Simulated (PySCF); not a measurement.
Gas-phase reaction: 2 C₄H₈ (cis-2-butene) + i-Si₄H₁₀ → 3 (CH₃)₂Si + (CH₃)₂SiH₂

Computed with PySCF and rigid-rotor harmonic-oscillator thermochemistry at 1 bar. † marks an energy on the PBE0/def2-TZVP geometry and frequencies; other levels use their own. 6-31G* has spherical d functions here. All species are closed-shell singlets. (CH₃)₂Si: computed as isolated molecules; such fragments, hydroxides, amides, oligomers or adducts are transient or little studied in the gas.

PBE/def2-SVP gives ΔH°(298 K) = 278 kJ.

Task: What do HF/6-31G*, PBE0/def2-TZVP, PBE/def2-TZVP† give?

Result: HF/6-31G*: 234 kJ; PBE0/def2-TZVP: 241 kJ; PBE/def2-TZVP†: 235 kJ. For scale, ΔH°(298 K) is 278 kJ at this level, 184 kJ at ωB97M-V/def2-TZVP†, and runs from 182 to 278 kJ over the 17 levels computed († marks an energy on the PBE0/def2-TZVP geometry).
